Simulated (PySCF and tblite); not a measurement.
Results of a calculation; reference values are marked as such.
Molecule: C5H10, numbered as in [CH2:1]1[CH2:2][CH2:3][CH2:4][CH2:5]1; H are named by their carrier, a and b as at the first point (Å):

```
C1      -1.217   -0.393   -0.176
C2       0.039   -1.280   -0.097
C3       1.140   -0.365    0.438
C4       0.790    0.988   -0.173
C5      -0.728    1.056   -0.008
H1a     -1.928   -0.651    0.608
H1b     -1.722   -0.527   -1.133
H2a     -0.115   -2.151    0.537
H2b      0.310   -1.634   -1.093
H3a      2.137   -0.708    0.166
H3b      1.080   -0.302    1.526
H4a      1.055    0.994   -1.232
H4b      1.300    1.817    0.315
H5a     -0.968    1.419    0.992
H5b     -1.189    1.731   -0.728
```

The ring 1–2–3–4–5 is held at Altona–Sundaralingam phase angles P (ν_j = ν_max cos(P + 144°(j − 2)), ν_j about the bond from ring atom j to j + 1, counted from 0) and the rest relaxed at GFN2-xTB. Energies: BP86/pcSseg-1 + D3(BJ). Couplings: B3LYP/6-31G* with H pcJ-1, gas phase, for ¹H. Programs: tblite and PySCF.

(1) How do the most sensitive couplings change along the phase angle P?

(2) Set ³J(H3b,H4a) against its H–C–C–H torsion.

(3) With the energies 0.02, 0.02, 0.02, 0.00, 0.00 kcal/mol at these points, what are the Boltzmann averages at 298 K?

## Answers

(1) 
```json
{"phase angle P °": "0", "³J(H3b,H4a)": "13.0", "³J(H1b,H5a)": "8.2", "³J(H1a,H2b)": "8.1", "³J(H4b,H5b)": "0.2", "³J(H2a,H3a)": "0.2", "³J(H1b,H2a)": "1.7", "³J(H2b,H3b)": "12.7"}
{"phase angle P °": "72", "³J(H3b,H4a)": "8.1", "³J(H1b,H5a)": "13.0", "³J(H1a,H2b)": "0.2", "³J(H4b,H5b)": "0.2", "³J(H2a,H3a)": "8.1", "³J(H1b,H2a)": "12.6", "³J(H2b,H3b)": "1.7"}
{"phase angle P °": "144", "³J(H3b,H4a)": "0.2", "³J(H1b,H5a)": "8.1", "³J(H1a,H2b)": "0.2", "³J(H4b,H5b)": "8.1", "³J(H2a,H3a)": "13.0", "³J(H1b,H2a)": "12.6", "³J(H2b,H3b)": "0.5"}
{"phase angle P °": "216", "³J(H3b,H4a)": "0.2", "³J(H1b,H5a)": "0.2", "³J(H1a,H2b)": "8.1", "³J(H4b,H5b)": "13.0", "³J(H2a,H3a)": "8.1", "³J(H1b,H2a)": "1.7", "³J(H2b,H3b)": "1.7"}
{"phase angle P °": "288", "³J(H3b,H4a)": "8.1", "³J(H1b,H5a)": "0.2", "³J(H1a,H2b)": "13.0", "³J(H4b,H5b)": "8.1", "³J(H2a,H3a)": "0.2", "³J(H1b,H2a)": "0.4", "³J(H2b,H3b)": "12.6"}
```
Values in Hz.

(2) 82°: 0.2 Hz, 82°: 0.2 Hz, 135°: 8.1 Hz, 135°: 8.1 Hz, 168°: 13.0 Hz.

(3) ³J(H3b,H4a) 5.9, ³J(H1b,H5a) 5.9, ³J(H1a,H2b) 6.0, ³J(H4b,H5b) 6.0, ³J(H2a,H3a) 5.9, ³J(H1b,H2a) 5.7, ³J(H2b,H3b) 5.8 Hz, over these points alone; points not sampled, such as mirror images that interchange a and b, would even out couplings that symmetry makes equal.
